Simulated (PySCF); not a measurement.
# Bond curve of S₂

Set-up: S def2-SVPD; no relativity (PySCF 2.14). Energies in eV from S + S in their ground configurations at the same level. State: triplet, unpaired electrons π ↑↑.

```csv
R (Å),M06-L
1.643,-2.667
1.720,-3.667
1.796,-4.216
1.854,-4.413
1.911,-4.474
1.968,-4.431
2.045,-4.258
2.140,-3.917
2.255,-3.411
2.408,-2.688
```

Problem. Put a parabola through the three lowest points of the M06-L curve and estimate Re, k and ωe (reduced mass 15.99 u; 1 eV/Å² = 0.16022 mdyn/Å; ωe = 1302.8·√(k/μ) cm⁻¹).

Solution. Through R = 1.854, 1.911, 1.968 Å the second-order coefficient is 16.0 eV/Å², so Re ≈ 1.916 Å, k ≈ 5.13 mdyn/Å and ωe ≈ 738 cm⁻¹. A polynomial fit of higher order to the unrounded M06-L energies gives Re = 1.913 Å, k = 4.94 mdyn/Å, ωe = 724 cm⁻¹; anharmonicity and rounding make the difference.

The higher-order fit for each curve: M06-L: Re = 1.913 Å, ωe = 724 cm⁻¹, De = 4.47 eV.

The state was picked by a PBE0 search and need not be the measured ground state.
